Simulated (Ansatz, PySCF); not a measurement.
This PySCF input computes a CCSD(T)/cc-pVDZ energy:

```python
from pyscf import gto, scf, mp, cc as ccmod

mol = gto.M(
    atom='''
    C    -0.00903452   -0.16590223   -1.17724503
    C     0.00142313    0.02613312    0.18544107
    N     0.01028281    0.18882474    1.33990349
    H     0.92041918   -0.21588433   -1.72503587
    H    -0.94673049   -0.26727414   -1.70346476
    ''',
    basis='cc-pvdz',
    charge=0,
    spin=1,
    verbose=4,
)

mf = scf.UHF(mol)
mf.conv_tol = 1e-10
mf.max_cycle = 100
mf.kernel()
mo, _, stable, _ = mf.stability(return_status=True)
if not stable:
    mf.kernel(mf.make_rdm1(mo, mf.mo_occ))
mp2 = mp.MP2(mf, frozen=3).run()
cc = ccmod.CCSD(mf, frozen=3)
cc.max_cycle = 100
cc.kernel()
et = cc.ccsd_t()
print(f'E(CCSD(T)) = {cc.e_tot + et:.9f}')
```

Q: Write an input for the same energy in Ansatz (a first-principles code) and say what it gives.

A: 
Ansatz 0.2 input:
```yaml
crystal:
  periodic: [false, false, false]
  atoms:
    - {symbol: C, position_ang: [-0.00903452, -0.16590223, -1.17724503]}
    - {symbol: C, position_ang: [0.00142313, 0.02613312, 0.18544107]}
    - {symbol: N, position_ang: [0.01028281, 0.18882474, 1.33990349]}
    - {symbol: H, position_ang: [0.92041918, -0.21588433, -1.72503587]}
    - {symbol: H, position_ang: [-0.94673049, -0.26727414, -1.70346476]}
basis:
  gaussian:
    orbitals: cc-pVDZ
magnetization: {spin_polarized: true, initial_magnetization: 1}
correlation: {method: ccsd_t, electrons: outside_noble_gas}
```
It gives -131.73965 Eh, and PySCF -131.73965 Eh, a difference of 0.00 mEh.

It need not be the lowest isomer of its formula.
